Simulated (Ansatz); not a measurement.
A made-up structure of CH₄ClSi (charge +1), closed shell:

Si1  (0.615, -0.104, 0.516)
C2  (-0.747, 0.298, -0.640)
Cl3  (0.755, -2.209, 0.814)
H4  (-1.349, -0.474, -1.047)
H5  (-0.942, 1.304, -0.912)
H6  (0.397, 0.571, 1.746)
H7  (1.831, 0.420, 0.003)
(Å)

It is relaxed with PBE-D4/def2-SVP and then PBE0-D4/def2-TZVP (Ansatz 0.2.0). Atoms count as bonded within 1.22 times the sum of their covalent radii (H–H: 0.88 Å). The end point is not checked to be a true minimum.

**Question.** Does its bonding change? (Judge from chemistry; the calculation decides.)

**Answer.** The calculation gives: Yes. Formed: C2–H6; broken: Si1–H6.

Where it ends: The first stage lowers the energy by 3.16 eV in 25 steps. It ends as CH₄ClSi ([CH3][SiH][Cl]), total charge +1:
Si1  (0.924, -0.378, 0.244)
C2  (-0.680, 0.384, -0.098)
Cl3  (1.135, -2.314, 0.450)
H4  (-1.483, -0.349, -0.173)
H5  (-0.602, 0.958, -1.032)
H6  (-0.900, 1.107, 0.699)
H7  (2.167, 0.397, 0.390)
(Å)

Labels in which every atom is bracketed show which atoms are joined, not bond orders.

For scale, one of the runs: PBE0-D4/def2-TZVP relaxation, 129 basis functions, launched by `ansatz run in.yaml --threads 2 --pin off --events-out ev --progress --plain --max-ram 4352MiB`. The run took about 28 s on 2 CPU threads of an Arm Neoverse V1 (shared host).
